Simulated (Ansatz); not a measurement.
# fcc K (model structure)

The numbers are results of LDA in Ansatz (PAW), not measurements.

Settings: plane-wave cutoff 500 eV, 20×20×20 k mesh, Fermi–Dirac smearing 0.1 eV, scalar-relativistic PAW data made under PBE.

Cell (relaxed at this level):

```
CELL_PARAMETERS angstrom
      0.00000     3.18426     3.18426
      3.18426     0.00000     3.18426
      3.18426     3.18426     0.00000
ATOMIC_POSITIONS crystal
  K  0.00000 0.00000 0.00000
```

- band gap: zero (no gap)

Note: the relaxation could raise the start's symmetry but not lower it, so the cell can be a saddle point.

Static lattice: no zero-point or thermal effects.

A model structure was made by putting elements into a prototype or built by hand; it is no filed structure, need not be a known phase, and can be a saddle point held by its symmetry.

Ansatz is a first-principles code.
